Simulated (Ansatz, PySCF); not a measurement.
Species: dimethylsulfoxide, C2H6OS (charge 0, singlet). 
Geometry from a B3LYP-D3(BJ)/def2-TZVP (Ansatz, a program for electronic structure) optimisation:
```
S
O 1 1.4886
C 1 1.8169 2 106.63
H 3 1.0885 1 106.64 2 -67.13
H 3 1.0900 4 109.97 1 -118.01
H 3 1.0903 4 109.95 5 -122.84
C 1 1.8169 2 106.63 3 102.02
H 7 1.0885 1 106.64 2 67.13
H 7 1.0900 8 109.97 1 118.01
H 7 1.0903 8 109.95 9 122.84
```
Charge 0, spin multiplicity 1.


Wanted: enthalpy of formation at 298 K (from the atomisation energy, B3LYP-D3(BJ)/def2-TZVP harmonic zero-point and thermal terms from PySCF, and the atoms' enthalpies of formation in the G2/97 table; no spin-orbit terms, and no core term in the frozen-core levels), in kJ/mol. Valence correlation only, unless marked. Open shells are spin-unrestricted. No spin-orbit coupling. No relativistic terms. The coupled-cluster limit lacks core correlation, which all-electron functionals hold. Basis-set limits of correlation are two-point, X^-3; Hartree-Fock from the larger set. The bracket is a focal-point correction in the basis named.

| level | program | enthalpy of formation at 298 K (kJ/mol) | minus last row |
|---|---|---|---|
| HF/6-31G* | Ansatz | 998.8 | 1151.0 |
| HF/aug-cc-pV(D+d)Z | Ansatz | 983.3 | 1135.5 |
| HF/cc-pV(T+d)Z | Ansatz | 921.8 | 1074.0 |
| RI-HF/cc-pV(Q+d)Z | Ansatz | 911.4 | 1063.6 |
| PBE-D3(BJ)/def2-TZVPD | Ansatz + dftd3 | -244.0 | -91.8 |
| r2SCAN-D3(BJ)/def2-TZVPD | Ansatz + dftd3 | -168.9 | -16.7 |
| PBE0/def2-SVP | Ansatz | -80.4 | 71.8 |
| BHLYP-D3(BJ)/def2-TZVPD | Ansatz + dftd3 | -20.3 | 131.9 |
| M06-2X/def2-TZVPD | PySCF | -133.6 | 18.6 |
| HSE06-D3(BJ)/def2-TZVPD | Ansatz + dftd3 | -160.2 | -8.0 |
| RPA@PBE/cc-pV(T+d)Z | Ansatz | 111.0 | 263.2 |
| MP2/6-31G* | Ansatz | 218.3 | 370.5 |
| RI-MP2/aug-cc-pV(T+d)Z | Ansatz | -129.0 | 23.2 |
| RI-MP2/aug-cc-pV(Q+d)Z | Ansatz | -180.1 | -27.9 |
| RI-MP2/CBS(cc-pV(T+d)Z,cc-pV(Q+d)Z)+[CCSD(T)-MP2]/cc-pV(T+d)Z | Ansatz | -152.2 | 0.0 |
